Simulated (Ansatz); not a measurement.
# H₃NOSi (SMILES N[SiH]=O): one structure at several levels

Aim: energy, forces and dipole at a structure displaced at random from a GFN2-xTB minimum, from CCSD(T) and from density functionals.

Program: Ansatz 0.2.0, Gaussian basis. Level of theory: single points in def2-TZVPP. These are calculated values, not measurements.

Cores are frozen in the correlated methods.

### 1 Where the work starts

6 atoms, charge 0, spin multiplicity 1.

Atoms are counted from 1 here; the program's logs count them from 0.

Bond lengths: N1–Si2 1.752 Å, N1–H4 0.982 Å, N1–H5 0.933 Å, Si2–O3 1.471 Å, Si2–H6 1.418 Å. Angles: Si2–N1–H4 121.2°, Si2–N1–H5 117.9°, H4–N1–H5 120.9°, N1–Si2–O3 124.5°, N1–Si2–H6 102.1°, O3–Si2–H6 133.0°.

Geometry (Å):

| atom | x (Å) | y (Å) | z (Å) |
| --- | --- | --- | --- |
| N1 | -0.56930 | 0.36610 | -0.60320 |
| Si2 | 0.45710 | -0.38610 | 0.60110 |
| O3 | 0.48260 | -1.82760 | 0.89140 |
| H4 | -1.20440 | -0.16320 | -1.13350 |
| H5 | -0.47460 | 1.28350 | -0.74570 |
| H6 | 1.26420 | 0.70080 | 1.02400 |

### 2 CCSD(T)/def2-TZVPP

File run/in.yaml:

```yaml
crystal:
  periodic: [false, false, false]
  atoms:
    - {symbol: N, position_ang: [-0.569300, 0.366100, -0.603200]}
    - {symbol: Si, position_ang: [0.457100, -0.386100, 0.601100]}
    - {symbol: O, position_ang: [0.482600, -1.827600, 0.891400]}
    - {symbol: H, position_ang: [-1.204400, -0.163200, -1.133500]}
    - {symbol: H, position_ang: [-0.474600, 1.283500, -0.745700]}
    - {symbol: H, position_ang: [1.264200, 0.700800, 1.024000]}
basis:
  gaussian: {orbitals: def2-TZVPP}
correlation: {method: ccsd_t}
output: {forces: true}
```

No record of the launch command was kept for these runs.

### 3 PBE0-D4/def2-TZVPP

Changes to run/in.yaml since step 2:

```diff
@@ -11,3 +11,3 @@
   gaussian: {orbitals: def2-TZVPP}
-correlation: {method: ccsd_t}
-output: {forces: true}
+hamiltonian: {xc: pbe0, dispersion: d4}
+output: {forces: true, orbitals: {seedname: orbitals}}
```

### 4 wB97M-V/def2-TZVPP

Changes to run/in.yaml since step 3:

```diff
@@ -11,3 +11,3 @@
   gaussian: {orbitals: def2-TZVPP}
-hamiltonian: {xc: pbe0, dispersion: d4}
-output: {forces: true, orbitals: {seedname: orbitals}}
+hamiltonian: {xc: {name: wB97M-V}}
+output: {forces: true}
```

### 5 r2SCAN-D4/def2-TZVPP

Changes to run/in.yaml since step 4:

```diff
@@ -11,3 +11,3 @@
   gaussian: {orbitals: def2-TZVPP}
-hamiltonian: {xc: {name: wB97M-V}}
+hamiltonian: {xc: r2scan, dispersion: d4}
 output: {forces: true}
```

### 6 PBE-D4/def2-TZVPP

Changes to run/in.yaml since step 5:

```diff
@@ -11,3 +11,3 @@
   gaussian: {orbitals: def2-TZVPP}
-hamiltonian: {xc: r2scan, dispersion: d4}
+hamiltonian: {xc: pbe, dispersion: d4}
 output: {forces: true}
```

### 7 wB97X-V/def2-TZVPP

Changes to run/in.yaml since step 6:

```diff
@@ -11,3 +11,3 @@
   gaussian: {orbitals: def2-TZVPP}
-hamiltonian: {xc: pbe, dispersion: d4}
+hamiltonian: {xc: {name: wB97X-V}}
 output: {forces: true}
```

### 8 SPW92/def2-TZVPP

Changes to run/in.yaml since step 7:

```diff
@@ -11,3 +11,3 @@
   gaussian: {orbitals: def2-TZVPP}
-hamiltonian: {xc: {name: wB97X-V}}
+hamiltonian: {xc: lda}
 output: {forces: true}
```

(Steps that only read results are left out.)

What does the calculation give? Wanted: energy less free atoms, CCSD(T)/def2-TZVPP; RMS force component; RMS force error; HOMO and LUMO, PBE0-D4; T1 diagnostic.

**Answer**, as computed:

```
                                  quantity                                                                                         value
energy less free atoms, CCSD(T)/def2-TZVPP                                                                                -2030.0 kJ/mol
                       RMS force component                                                          2.125 to 2.308 eV/Å over the methods
                           RMS force error  PBE0-D4 0.175, wB97M-V 0.149, r2SCAN-D4 0.080, PBE-D4 0.196, wB97X-V 0.170, SPW92 0.242 eV/Å
                    HOMO and LUMO, PBE0-D4                                                                            -8.22 and -0.81 eV
                             T1 diagnostic                                                                                         0.016
```

**Reading.** Against CCSD(T) the functionals' energies less atoms differ by -401.0 to -44.8 kJ/mol, PBE-D4 by -113.4 kJ/mol. A larger basis would deepen the CCSD(T) value, while the functionals are nearly converged already, so the order here is not reliable. The forces of r2SCAN-D4 come nearest to CCSD(T), those of SPW92 are farthest. Frozen-core CCSD(T) forces in triple zeta carry basis errors of their own, and this is one geometry, so small gaps rank nothing.
